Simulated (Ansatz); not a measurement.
Relaxation of C2H7B (10 atoms, charge 0, multiplicity 1), to a largest force component of 0.02 eV/Å in at most 40 steps.

All numbers below come from RKS B3LYP-D4/6-31G (Ansatz 0.2.0).

```xyz
10
Properties=species:S:1:pos:R:3
B 0.000 0.000 0.000
C 0.000 0.000 1.600
H -1.000 -0.309 1.970
H 0.768 -0.711 1.970
H 0.232 1.020 1.970
C 1.386 0.000 -0.800
H 1.715 -1.046 -0.970
H 1.249 0.508 -1.777
H 2.155 0.538 -0.208
H -1.030 0.000 -0.595
```

Q: Where does it end, and by what steps?

A: The run converged. The force dipped under the threshold on the way, but the program's further checks kept it going. Limits of this set-up: no polarisation functions. After 13 steps the energy has fallen by 0.105 eV; H4 moved furthest, 0.53 Å.

```csv
step,energy less start (eV),largest force component (eV/Å),accepted
0,0.0000,0.925,yes
1,-0.0779,0.314,yes
2,-0.0909,0.188,yes
3,-0.0945,0.084,yes
4,-0.0958,0.254,yes
5,-0.0989,0.134,yes
6,-0.1023,0.013,yes
7,-0.1030,0.154,yes
8,-0.1040,0.055,yes
9,-0.1044,0.011,yes
10,-0.1047,0.032,yes
11,-0.1048,0.033,yes
12,-0.1046,0.096,no
13,-0.1049,0.011,yes
```

```xyz
10
Properties=species:S:1:pos:R:3
B 0.060 0.033 0.033
C 0.001 0.030 1.600
H -0.793 -0.626 1.983
H 0.947 -0.223 2.093
H -0.283 1.046 1.929
C 1.388 -0.049 -0.797
H 1.433 -1.051 -1.262
H 1.397 0.657 -1.639
H 2.304 0.081 -0.209
H -0.979 0.103 -0.571
```

Whether the end is a true minimum wasn't checked by a vibrational analysis.

Run time: 22 s on 1 thread of Arm Neoverse V1 (shared host), peak memory 0.086 GiB.
